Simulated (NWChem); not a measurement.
System: CH2 cation, doublet

Input file for NWChem:

```
start job
memory heap 200 mb stack 900 mb global 1100 mb
charge 1
geometry units angstroms noautoz
  C     -0.088165    -0.028837     0.000000
  H      0.263077     0.086046    -1.046563
  H      0.263077     0.086046     1.046563
end
basis spherical
  * library def2-tzvp
end
dft
  odft
  mult 2
  xc becke88 lyp
  iterations 200
  convergence diis 20
end
task dft gradient
```

Parts of the log:

```
             Northwest Computational Chemistry Package (NWChem) 7.3.0
             --------------------------------------------------------

 C2V symmetry detected

                             Geometry "geometry" -> ""
                             -------------------------

 Output coordinates in angstroms (scale by  1.889725989 to convert to a.u.)

  No.       Tag          Charge          X              Y              Z
 ---- ---------------- ---------- -------------- -------------- --------------
    1 C                    6.0000     0.00000000     0.00000000    -0.09238812
    2 H                    1.0000     1.04656300     0.00000000     0.27716437
    3 H                    1.0000    -1.04656300     0.00000000     0.27716437

 Effective nuclear repulsion energy (a.u.)       5.9742017678

      Symmetry information
      --------------------

 Group name             C2v
 Group number             16
 Group order               4
 No. of unique centers     2

                                 NWChem DFT Module
                                 -----------------

 Summary of "ao basis" -> "ao basis" (spherical)
 ------------------------------------------------------------------------------
       Tag                 Description            Shells   Functions and Types
 ---------------- ------------------------------  ------  ---------------------
 C                         def2-tzvp                11       31   5s3p2d1f
 H                         def2-tzvp                 4        6   3s1p

      Symmetry analysis of basis
      --------------------------

        a1         19
        a2          4
        b1         12
        b2          8

            General Information
            -------------------
          SCF calculation type: DFT
          Wavefunction type:  spin polarized.
          No. of atoms     :     3
          No. of electrons :     7
           Alpha electrons :     4
            Beta electrons :     3
          Charge           :     1
          Spin multiplicity:     2
          Use of symmetry is: on ; symmetry adaption is: on
          Maximum number of iterations: 200
          AO basis - number of functions:    43
                     number of shells:    19
          Convergence on energy requested:  1.00D-06
          Convergence on density requested:  1.00D-05
          Convergence on gradient requested:  5.00D-04

              XC Information
              --------------
                    Becke 1988 Exchange Functional  1.000
              Lee-Yang-Parr Correlation Functional  1.000

             Grid Information
             ----------------
          Grid used for XC integration:  medium
          Radial quadrature: Mura-Knowles
          Angular quadrature: Lebedev.
          Tag              B.-S. Rad. Rad. Pts. Rad. Cut. Ang. Pts.
          ---              ---------- --------- --------- ---------
          C                   0.70       49           7.0       434
          H                   0.35       45           8.0       434
          Grid pruning is: on
          Number of quadrature shells:    94
          Spatial weights used:  Erf1

      Superposition of Atomic Density Guess
      -------------------------------------

 Sum of atomic energies:         -38.67094660

 Renormalizing density from       8.00 to      7

      Non-variational initial energy
      ------------------------------

 Total energy =     -35.111265
 1-e energy   =     -55.039405
 2-e energy   =      13.953939
 HOMO         =      -0.681130
 LUMO         =      -0.649682

   Symmetry analysis of molecular orbitals - initial alpha
   -------------------------------------------------------

  Numbering of irreducible representations:

     1 a1          2 a2          3 b1          4 b2

  Orbital symmetries:

     1 a1          2 a1          3 b1          4 a1          5 b2
     6 a1          7 b1          8 a1          9 a1         10 b2
    11 b1         12 a1         13 b1         14 a2

   Symmetry analysis of molecular orbitals - initial beta
   ------------------------------------------------------

  Numbering of irreducible representations:

     1 a1          2 a2          3 b1          4 b2

  Orbital symmetries:

     1 a1          2 a1          3 b1          4 a1          5 b2
     6 a1          7 b1          8 a1          9 a1         10 b2
    11 b1         12 a1         13 b1         14 a2

   convergence    iter        energy       DeltaE   RMS-Dens  Diis-err
 ---------------- ----- ----------------- --------- --------- ---------
 d= 0,ls=0.0,diis     1    -38.7416447926 -4.47D+01  4.50D-03  1.03D-01
                                                     4.58D-03  9.96D-02
 d= 0,ls=0.0,diis     2    -38.7546585030 -1.30D-02  2.63D-03  2.70D-02
                                                     1.89D-03  1.86D-02
 d= 0,ls=0.0,diis     3    -38.7648897266 -1.02D-02  6.28D-04  2.39D-03
                                                     5.35D-04  2.04D-03
 d= 0,ls=0.0,diis     4    -38.7661624410 -1.27D-03  3.49D-05  4.16D-06
                                                     2.32D-05  2.10D-06
 d= 0,ls=0.0,diis     5    -38.7661647277 -2.29D-06  7.90D-06  4.42D-07
                                                     5.29D-06  1.58D-07
 d= 0,ls=0.0,diis     6    -38.7661649192 -1.92D-07  2.33D-06  1.16D-08
                                                     1.74D-06  9.58D-09

[...]

                         DFT ENERGY GRADIENTS

    atom               coordinates                        gradient
                 x          y          z           x          y          z
   1 C       0.000000   0.000000  -0.174588    0.000000   0.000000  -0.002280
   2 H       1.977717   0.000000   0.523765    0.002913   0.000000   0.001140
   3 H      -1.977717   0.000000   0.523765   -0.002913   0.000000   0.001140
```

Level: BLYP/def2-TZVP, spin-unrestricted. The geometry was optimised at PBE0/def2-SVP, spin-unrestricted. No stability test was run on the SCF state.
